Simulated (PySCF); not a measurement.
# Worked example: HON⁺, doublet against HON, triplet

Geometry (PBE0/def2-TZVP stationary point of a triplet), kept for both states (HON, triplet: A''; HON⁺, doublet: A'):

```xyz
3

N     0.0000   -0.0590    0.7269
O     0.0000    0.1003   -0.5734
H     0.0000   -0.7728   -0.9996
```

Basis 6-31G; PySCF 2.14.0. Correlated methods freeze the noble-gas cores. Prefix R: restricted or restricted open-shell reference; prefix U: unrestricted.

Full CI isn't at hand for all of this; RCCSDT serves as the reference. It lacks quadruple excitations, which often exceed the step from CCSD(T) to CCSDT. The frozen core follows each run's orbitals, which can shift R against U totals by a few meV.

Unrestricted rows (U, and Kohn–Sham where it breaks symmetry) aren't spin-pure: their determinants' ⟨S²⟩ exceeds S(S+1) by up to 0.54, so they mix in states of higher spin.

```
   level  E(HON, triplet) (hartree)  E(HON⁺, doublet) (hartree)
     UHF                -129.742134                 -129.344278
    UMP2                -129.923821                 -129.523345
UCCSD(T)                -129.941244                 -129.575581
     PBE                -130.250445                 -129.872899
   B3LYP                -130.388924                 -129.996338
  RCCSDT                -129.941764                 -129.579019
```

Task: Give the vertical gap, HON⁺ doublet less HON triplet, at each level in eV (1 hartree = 27.2114 eV), and each error against RCCSDT.

Result: RCCSDT: (-129.579019 − (-129.941764)) × 27.2114 = 9.871 eV (the reference)
B3LYP: (-129.996338 − (-130.388924)) × 27.2114 = 10.683 eV, error 0.812 eV
PBE: (-129.872899 − (-130.250445)) × 27.2114 = 10.274 eV, error 0.403 eV
UCCSD(T): (-129.575581 − (-129.941244)) × 27.2114 = 9.950 eV, error 0.079 eV
UMP2: (-129.523345 − (-129.923821)) × 27.2114 = 10.898 eV, error 1.027 eV
UHF: (-129.344278 − (-129.742134)) × 27.2114 = 10.826 eV, error 0.955 eV

Total energies of functionals can't be set beside those of wave-function methods, since they hold the core's correlation and their own absolute errors; only the differences compare.

The set has no polarisation functions, so the order and spacing of states can differ from the basis-set limit.

In so small a basis the reference is far from its limit while semilocal and hybrid functionals are nearer theirs, so the functionals' errors here hold much of the reference's basis and frozen-core error, which can add to them or hide them.

Each level lands on the state that its own search finds; the functionals scatter so widely here that some may stand on another one. T1 diagnostics of restricted CCSD: 0.028 and 0.045.
